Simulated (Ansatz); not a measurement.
Cost and result for the atomization energy of C$_{3}$H$_{4}$F$_{2}$ (`C=C(F)CF`) (9 atoms, 8 bonds).

| atom | x (Å) | y (Å) | z (Å) |
| --- | --- | --- | --- |
| C1 | 0.319 | -1.226 | 0.616 |
| C2 | 0.514 | -0.061 | 0.035 |
| F3 | 1.747 | 0.419 | -0.194 |
| C4 | -0.507 | 0.906 | -0.457 |
| F5 | -1.774 | 0.436 | -0.232 |
| H6 | -0.690 | -1.572 | 0.780 |
| H7 | 1.155 | -1.838 | 0.928 |
| H8 | -0.388 | 1.866 | 0.057 |
| H9 | -0.375 | 1.071 | -1.532 |

Charge 0, multiplicity 1. The geometry is a stationary point of PBE0-D4/def2-TZVP. It is one conformer, not always the lowest. Program: Ansatz. All runs use 2 threads of a server CPU on a shared host. Times are those of one run each, without the atoms' runs, and a repeat can differ threefold. Electronic energies, without spin–orbit coupling; frozen cores. CCSD(T)/CBS adds CCSD(T) − MP2 in def2-TZVPP to the MP2 limit, and its time is that of the two runs behind it. T1 = 0.012. B3LYP takes the VWN-RPA correlation (the form of Gaussian; ORCA's B3LYP/G).

CCSD(T)/CBS is a level of theory with its own doubt, some kJ/mol a heavy atom from the limit and from the frozen cores, so smaller differences don't rank the functionals.

| level | functions | atomization (kJ/mol) | difference from CCSD(T)/CBS | per bond |
| --- | --- | --- | --- | --- |
| CCSD(T)/def2-SVP | 90 | 3507.2 | -157.2 | -19.7 |
| ωB97M-V/def2-TZVPP (with forces) | 211 | 3681.5 | 17.1 | 2.1 |
| PBE-D4/def2-TZVPP (with forces) | 211 | 3799.4 | 135.0 | 16.9 |
| B3LYP-D4/def2-TZVPP (with forces) | 211 | 3669.4 | 5.0 | 0.6 |
| PBE0-D4/def2-TZVPP | 211 | 3699.8 | 35.4 | 4.4 |
| PBE-QIDH/def2-TZVPP | 211 | 3655.0 | -9.4 | -1.2 |
| CCSD(T)/def2-TZVPP | 211 | 3573.8 | -90.6 | -11.3 |
| BHLYP-D4/def2-TZVPP | 211 | 3527.5 | -136.9 | -17.1 |
| CAM-B3LYP-D4/def2-TZVPP | 211 | 3694.8 | 30.4 | 3.8 |
| B97M-V/def2-TZVPP | 211 | 3674.6 | 10.2 | 1.3 |
| MP2/def2-QZVPP | 405 | 3720.2 | 55.8 | 7.0 |
| BLYP-D4/def2-TZVPP | 211 | 3686.5 | 22.1 | 2.8 |
| CCSD(T)/CBS(def2) | – | 3664.4 | 0.0 | 0.0 |

**Question.** Order the runs by time, with rough figures. (Estimate.)

**Answer.** Computed: BLYP-D4/def2-TZVPP 2.5 s; PBE-D4/def2-TZVPP (with forces) 2.8 s; PBE0-D4/def2-TZVPP 3 s; BHLYP-D4/def2-TZVPP 3.3 s; CAM-B3LYP-D4/def2-TZVPP 3.4 s; B3LYP-D4/def2-TZVPP (with forces) 4.7 s; CCSD(T)/def2-SVP 6 s; PBE-QIDH/def2-TZVPP 6.5 s; B97M-V/def2-TZVPP 11 s; ωB97M-V/def2-TZVPP (with forces) 12 s; MP2/def2-QZVPP 24 s; CCSD(T)/def2-TZVPP 2.6 min; CCSD(T)/CBS(def2) 3 min.

From BLYP to BHLYP (50 % exact exchange), in def2-TZVPP and without D4, the atomization energy moves by −143.3 kJ/mol: exact exchange takes away binding that semilocal exchange gives to molecules. Leaving LDA and LC-ωPBE aside and taking each functional with its dispersion term where it has one, the values spread over 271.9 kJ/mol, from BHLYP-D4 to PBE-D4. LDA lies +511.3 kJ/mol from PBE without D4, its usual overbinding. At CCSD(T), def2-SVP lies −157.2 kJ/mol from the extrapolated value and def2-TZVPP −90.6 kJ/mol: correlation converges slowly with the basis, and small sets miss more of it in the bonded molecule than in its fragments.
